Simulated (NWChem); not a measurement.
# [NO2]+ (SMILES O=[N+]=O): M06-2X/LANL2DZ

What is the vertical ionisation energy of [NO2]+ at M06-2X/LANL2DZ? 

The results are computed with NWChem 7.3.0.

1 further run of the same task is left out (set aside as unsound or not needed).

## (1) The system as given

[NO2]+: 3 atoms, total charge +1, spin state singlet. As SMILES, `O=[N+]=O`. Geometry: relaxed at PBE0-D4/def2-TZVP.

Bond lengths: O1–N2 1.110 Å, N2–O3 1.110 Å. Angles: O1–N2–O3 180.0°.

## (2) The energy at M06-2X/LANL2DZ

File input.nw:

```
start input
title "NO2"
memory stack 880 mb heap 220 mb global 1100 mb
charge 1

geometry units angstroms noautosym nocenter noautoz
 O     -0.572980     0.927020    -0.209580
 N     -0.000010    -0.000010     0.000000
 O      0.572990    -0.927010     0.209580
end

basis spherical bse
 * library LANL2DZ
end

dft
 xc m06-2x
 mult 1
 grid fine
 convergence energy 1e-08
 iterations 100
 mulliken
 print low
end

task dft
```

Started as:

```bash
$ nwchem input.nw > input.out
```

The program printed:

```text
[...]
 d= 0,ls=0.0,diis     1   -204.3720073828 -2.73D+02  5.40D-02  1.69D+00     0.2
[...]
 d= 0,ls=0.0,diis     9   -204.5324952529 -8.21D-11  1.70D-07  5.26D-11     1.0
         Total DFT energy =     -204.532495252913
      One electron energy =     -405.769092400572
           Coulomb energy =      156.051298789258
    Exchange-Corr. energy =      -23.478868786293
 Nuclear repulsion energy =       68.664167144692
[...]
      Total Density - Mulliken Population Analysis
     ---------------------------------------------
    Atom       Charge   Shell Charges
 -----------   ------   -------------------------------------------------------
    1 O    8     7.78   2.00  1.03  0.86  3.24  0.66
    2 N    7     6.43   2.00  0.96  0.18  2.96  0.33
    3 O    8     7.78   2.00  1.03  0.86  3.24  0.66
[...]
```

Run time: 1.5 s. Hardware: 1 thread of Intel Xeon 6975P-C (Granite Rapids), shared host; peak memory 0.11 GiB.

## (3) Doublet [NO2]2+ at the same level

File no2.nw:

```
START no2
TITLE "NO2 M06-2X"
memory stack 880 mb heap 220 mb global 1100 mb
charge 2

GEOMETRY noautosym nocenter noautoz
   O    -0.572980    0.927020   -0.209580
   N    -0.000010   -0.000010    0.000000
   O     0.572990   -0.927010    0.209580
END

BASIS spherical bse
   * library LANL2DZ
END

DFT
   xc m06-2x
   mult 2
   grid fine
   convergence energy 1e-08
   maxiter 100
   mulliken
   print low
END

TASK dft energy
```

Started as:

```bash
$ nwchem no2.nw > no2.out
```

The program printed:

```text
[...]
 d= 0,ls=0.0,diis     1   -203.5185037150 -2.72D+02  2.15D-02  2.46D-01     0.2
[...]
 d= 0,ls=0.0,diis    11   -203.6257827724 -4.98D-10  8.60D-07  5.66D-10     1.7
[...]
         Total DFT energy =     -203.625782772356
      One electron energy =     -396.239449820341
           Coulomb energy =      146.979213084165
    Exchange-Corr. energy =      -23.029713180873
 Nuclear repulsion energy =       68.664167144692
[...]
      Total Density - Mulliken Population Analysis
     ---------------------------------------------
    Atom       Charge   Shell Charges
 -----------   ------   -------------------------------------------------------
    1 O    8     7.36   2.00  1.10  0.85  3.03  0.38
    2 N    7     6.27   2.00  0.96  0.14  2.96  0.21
    3 O    8     7.36   2.00  1.10  0.85  3.03  0.38
[...]
      <S2> =      0.8010 (Exact =     0.7500)
[...]
```

It took 2.3 s on 1 thread of Intel Xeon 6975P-C (Granite Rapids), shared host; peak memory 0.11 GiB.

## (4) Results

At M06-2X/LANL2DZ:

```
                                            quantity          value
                        singlet [NO2]+: total energy  -204.53250 Eh
                       doublet [NO2]2+: total energy  -203.62578 Eh
                               doublet [NO2]2+: ⟨S²⟩          0.801
vertical ionisation energy (to the doublet dication)      24.673 eV
```

Removing an electron at fixed nuclei costs 24.67 eV (2381 kJ/mol).
